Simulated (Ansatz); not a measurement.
**Forces away from equilibrium**

CH$_{5}$LiSi (SMILES [Li][SiH2]C), closed shell, displaced at random from a GFN2-xTB minimum.

```xyz
8
angstrom
Li -2.4499 0.9016 0.1951
Si -0.1732 0.4603 -0.9668
C 0.3143 -0.4166 0.7188
H 0.1199 -0.5300 -2.0007
H 0.9852 1.4880 -1.1314
H 0.2280 0.2744 1.6229
H 1.3617 -0.8107 0.6841
H -0.3097 -1.3651 0.9664
```

Ansatz 0.2.0; basis: def2-TZVPP; cores frozen in the correlated methods. The outer core shell of Li, Na, Mg and K is correlated.

CCSD(T) forces from the calculation:
```csv
atom,Fx,Fy,Fz (eV/Å)
Li1,0.400,0.020,-0.436
Si2,-0.116,0.924,1.220
C3,0.072,-1.195,0.997
H4,0.108,-0.442,-0.448
H5,-0.686,-0.497,0.034
H6,0.152,-0.750,-1.081
H7,-0.607,0.424,0.177
H8,0.677,1.515,-0.464
```

Q: Which atom feels the largest CCSD(T) force, and how large is it?

A: H8, 1.72 eV/Å, along (0.39, 0.88, -0.27).

Root-mean-square difference of the force components from those of CCSD(T): PBE0-D4 0.053; wB97M-V 0.050; r2SCAN-D4 0.040; PBE-D4 0.113; r2SCANh-D4 0.044; B97M-V 0.080 eV/Å.

The T1 diagnostic stays at or below 0.012.

For scale, one of the runs: CCSD(T)/def2-TZVPP forces, 162 basis functions (an equivalent command: `ansatz run in.yaml --threads 4`). Hardware: 4 CPU threads, shared host. Wall time 45 s; peak host memory 2.3 GiB.
